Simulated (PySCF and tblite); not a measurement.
Results of a calculation; reference values are marked as such.
Stationary points of PF5 at PBE0-D3(BJ)/def2-SVP, in Å:

Structure A

```
 1 P     0.022    0.038    0.000
 2 F     0.167    0.319    1.555
 3 F     0.203    0.331   -1.548
 4 F     1.530   -0.453    0.016
 5 F    -1.177    1.078   -0.009
 6 F    -0.745   -1.313   -0.014
```

Structure B

```
 1 P     0.001    0.000   -0.004
 2 F    -0.015   -0.006    1.590
 3 F     0.021    0.006   -1.597
 4 F     1.570    0.013    0.015
 5 F    -0.798    1.350   -0.008
 6 F    -0.776   -1.362   -0.018
```

Level: PBE0/pcSseg-2 + D3(BJ) on PBE0-D3(BJ)/def2-SVP stationary points, with GFN2-xTB thermal terms.

Question: Which structure is a saddle point, and along which motion?

Answer: A: one imaginary mode (82i cm⁻¹ at GFN2-xTB, mostly on F2, F5, F3), along the Berry pseudorotation at P1 with F6 as pivot.

Question: Give their symmetry and energies above the lowest.

Answer: A C4v, 4.0 kcal/mol; B D3h, 0.0 kcal/mol.
